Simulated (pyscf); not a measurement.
Structures and frequencies: ωB97X-D3(BJ)/def2-SVP in PySCF.

Problem. Estimate by transition-state theory the rate constant of H₃C–InH–CH₃ + HF → CH₄ + H₃C–InH–F (singlet surface; C–In, F–H broken, C–H, F–In formed) at 900 K, with ωB97M-D3(BJ)/def2-TZVP energies (ideal gas, 1 atm, RRHO with modes under 100 cm⁻¹ raised to 100, one conformer, R ln 2 for chiral ones without a mode under 150 cm⁻¹; no tunnelling).

Solution. The electronic barrier is 2.1 kcal/mol and the thermal terms add +30.0, so ΔG‡ = 32.1 kcal/mol. With k_BT/h = 1.88e+13 s⁻¹ and RT = 1.788 kcal/mol, and a volume of 1.23e-19 cm³ per molecule at 1 atm, k = 3.7e-14 cm³ molecule⁻¹ s⁻¹. Wigner's tunnelling factor for 968i cm⁻¹ would be 1.10. A shift of 1 kcal/mol in the barrier changes k by a factor 1.7. On the reactant side the descent ends in a complex (not fully relaxed), 6.6 kcal/mol under the separated species and 7.9 kcal/mol under the saddle at ωB97X-D3(BJ)/def2-TZVP. On the product side the descent ends in a complex, 4.3 kcal/mol under the separated species and 33.6 kcal/mol under the saddle at ωB97X-D3(BJ)/def2-TZVP. This is the saddle that the search found; another between the same sides may lie lower. Elements past Kr carry the def2 core potentials, without spin-orbit coupling.
